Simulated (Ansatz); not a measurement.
Reaction (SMILES): FC(=C)F + 4 [H][H] (H2) → 2 C (CH4) + 2 F (HF)
B3LYP-D3(BJ)/def2-TZVP geometries, fixed; electronic energies without zero-point terms.

Basis-set convergence of the energy of full hydrogenation at HF with Ansatz (a first-principles code). Cartesian d functions, on some or all atoms, in 6-31G*, 6-31G**, 6-31+G*; all else is spherical. No added dispersion term, no relativity. Functions are those of the species that has most. Reference: the value in aug-cc-pVQZ, -102.41 kcal/mol, itself unsure by roughly 0.10 kcal/mol (its mean distance from def2-QZVPPD, pcseg-3, def2-QZVPP). Deviations are taken from unrounded values.

```json
[
 {"basis": "def2-SV(P)", "functions": "60", "energy of full hydrogenation (kcal/mol)": "-82.47", "minus reference (kcal/mol)": "19.94"},
 {"basis": "6-31G*", "functions": "64", "energy of full hydrogenation (kcal/mol)": "-94.04", "minus reference (kcal/mol)": "8.37"},
 {"basis": "cc-pVDZ", "functions": "66", "energy of full hydrogenation (kcal/mol)": "-102.30", "minus reference (kcal/mol)": "0.11"},
 {"basis": "pcseg-1", "functions": "66", "energy of full hydrogenation (kcal/mol)": "-107.12", "minus reference (kcal/mol)": "-4.71"},
 {"basis": "6-31G**", "functions": "70", "energy of full hydrogenation (kcal/mol)": "-98.87", "minus reference (kcal/mol)": "3.53"},
 {"basis": "6-31+G*", "functions": "80", "energy of full hydrogenation (kcal/mol)": "-102.61", "minus reference (kcal/mol)": "-0.20"},
 {"basis": "6-311+G**", "functions": "100", "energy of full hydrogenation (kcal/mol)": "-107.82", "minus reference (kcal/mol)": "-5.41"},
 {"basis": "aug-pcseg-1", "functions": "110", "energy of full hydrogenation (kcal/mol)": "-105.37", "minus reference (kcal/mol)": "-2.96"},
 {"basis": "def2-TZVP", "functions": "136", "energy of full hydrogenation (kcal/mol)": "-99.77", "minus reference (kcal/mol)": "2.64"},
 {"basis": "cc-pVTZ", "functions": "148", "energy of full hydrogenation (kcal/mol)": "-100.95", "minus reference (kcal/mol)": "1.46"},
 {"basis": "pcseg-2", "functions": "148", "energy of full hydrogenation (kcal/mol)": "-103.11", "minus reference (kcal/mol)": "-0.71"},
 {"basis": "def2-TZVPP", "functions": "152", "energy of full hydrogenation (kcal/mol)": "-102.45", "minus reference (kcal/mol)": "-0.04"},
 {"basis": "jun-cc-pV(T+d)Z", "functions": "184", "energy of full hydrogenation (kcal/mol)": "-103.09", "minus reference (kcal/mol)": "-0.68"},
 {"basis": "def2-TZVPPD", "functions": "188", "energy of full hydrogenation (kcal/mol)": "-103.12", "minus reference (kcal/mol)": "-0.71"},
 {"basis": "aug-cc-pVTZ", "functions": "230", "energy of full hydrogenation (kcal/mol)": "-102.66", "minus reference (kcal/mol)": "-0.25"},
 {"basis": "pcseg-3", "functions": "306", "energy of full hydrogenation (kcal/mol)": "-102.52", "minus reference (kcal/mol)": "-0.11"},
 {"basis": "def2-QZVPPD", "functions": "324", "energy of full hydrogenation (kcal/mol)": "-102.55", "minus reference (kcal/mol)": "-0.14"},
 {"basis": "aug-cc-pVQZ", "functions": "412", "energy of full hydrogenation (kcal/mol)": "-102.41", "minus reference (kcal/mol)": "0.00"}
]
```
